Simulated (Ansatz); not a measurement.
Reaction (isomerisation): `COC=C=N` → `CCOC#N`

Isolated molecules relaxed with PBE0-D4/def2-TZVP in Ansatz; ΔE leaves out vibrations. CCSD(T)/CBS is the MP2 limit (def2-TZVPP, def2-QZVPP) plus CCSD(T) − MP2 in def2-TZVPP, frozen cores. DFT in def2-TZVPP. One conformer a species, not always the lowest.

```
       level  ΔE (eV)
      PBE-D4    -1.03
   revPBE-D4    -1.07
  r2SCAN0-D4    -1.18
HF/CBS(def2)    -1.39
```

**Question.** What does CCSD(T)/CBS give? (Best estimate.)

**Answer.** The calculation gave: -1.28 eV. The listed levels differ from it by 0.25, 0.21, 0.10, -0.11 eV.

Largest T1 diagnostic among the species: 0.014.

From r2SCAN to r2SCAN0 (25 % exact exchange), in def2-TZVPP and without D4, ΔE moves by −0.06 eV. At CCSD(T), def2-SVP lies −0.13 eV from the extrapolated value and def2-TZVPP −0.04 eV.
